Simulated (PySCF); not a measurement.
C₂H₅O₃S (charge -1).
Numbering: `[CH3:1][CH2:2][S:3](=[O:4])(=[O:5])[O-:6]` (hydrogens: H7, H8, H9 on C1; H10, H11 on C2)

Torsions of this conformer, `[CH3:1][CH2:2][S:3](=[O:4])(=[O:5])[O-:6]`: C1–C2–S3–O4 60°.

The closed-shell ground state was solved at several levels (PySCF, density fitting, gas phase, non-relativistic). Isolated species at its GFN2-xTB geometry, gas phase. No diffuse functions stand in pcSseg-1, which bears on an anion's orbital energies.

| level | basis functions | HOMO (eV) | LUMO (eV) | gap (eV) |
| --- | --- | --- | --- | --- |
| PBE0/pcSseg-1 | 134 | -1.81 | 5.49 | 7.30 |
| PBE0/def2-SVPD | 176 | -2.26 | 4.13 | 6.39 |

(1) Estimate the row for B3LYP/def2-SVPD, a basis of 176 functions; the other rows only guide the guess.

(2) Over all these levels, which gives the widest orbital gap and which the narrowest?

## Answers

(1) HOMO -2.01 eV, LUMO 3.84 eV, gap 5.85 eV.

(2) PBE0/pcSseg-1 (global hybrid, 25 % exact exchange) has the widest, 7.30 eV, and B3LYP/def2-SVPD (global hybrid, 20 % exact exchange) the narrowest, 5.85 eV. Functional and basis both differ between the two, so the spread mixes both effects.
